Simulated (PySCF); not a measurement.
LiH, SMILES [LiH]. Heavy atoms are numbered as in [LiH:1]. Hydrogens are named by the atom that carries them.

Coordinates come from a PBE0-D3(BJ)/def2-TZVPD optimisation.

The numbers are results of r2SCAN/def2-TZVPD (PySCF), not measurements.

Mulliken values depend strongly on the basis, most of all with diffuse functions as here. Atomic charges (e), one atom of each kind:

```
atom       meta-Löwdin  Mulliken
---------  -----------  --------
Li1 (LiH)         0.51      0.57
H on Li1         -0.51     -0.57
```
